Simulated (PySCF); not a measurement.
## Stretching NaAl

Set-up: Na x2c-SVPall, Al x2c-SVPall; spin-free X2C with a Gaussian nucleus (PySCF 2.14). Energies in eV from Na + Al in their ground configurations at the same level. State: ¹Σ⁺ (singlet), closed shell.

Curves on a restricted Hartree–Fock reference rise too fast on stretching and do not dissociate correctly.

```csv
R (Å),RHF-SCS-MP2,PBE
2.743,-0.2072,-0.6290
2.871,-0.3432,-0.7443
2.999,-0.4248,-0.8104
3.094,-0.4581,-0.8351
3.190,-0.4723,-0.8430
3.286,-0.4711,-0.8376
3.413,-0.4504,-0.8141
3.573,-0.4019,-0.7658
3.764,-0.3213,-0.6894
4.019,-0.1926,-0.5705
```

Problem. Put a parabola through the three lowest points of the RHF-SCS-MP2 curve and estimate Re, k and ωe (reduced mass 12.41 u; 1 eV/Å² = 0.16022 mdyn/Å; ωe = 1302.8·√(k/μ) cm⁻¹).

Solution. Through R = 3.094, 3.19, 3.286 Å the second-order coefficient is 0.836 eV/Å², so Re ≈ 3.231 Å, k ≈ 0.268 mdyn/Å and ωe ≈ 191 cm⁻¹. A polynomial fit of higher order to the unrounded RHF-SCS-MP2 energies gives Re = 3.228 Å, k = 0.248 mdyn/Å, ωe = 184 cm⁻¹; anharmonicity and rounding make the difference.

The higher-order fit for each curve: RHF-SCS-MP2: Re = 3.228 Å, ωe = 184 cm⁻¹, De = 0.474 eV; PBE: Re = 3.195 Å, ωe = 178 cm⁻¹, De = 0.84 eV.

Correlated steps freeze 6 core orbitals. Closed-shell solutions of metal pairs were not tested for spin polarisation, which can lower them a little. Correlated levels converge slowly with the basis: in double zeta they bind strong bonds too weakly, by up to about 1 eV, and carry superposition errors of some tenths. Where the molecule has an RHF reference, its open-shell atoms are computed with UHF.
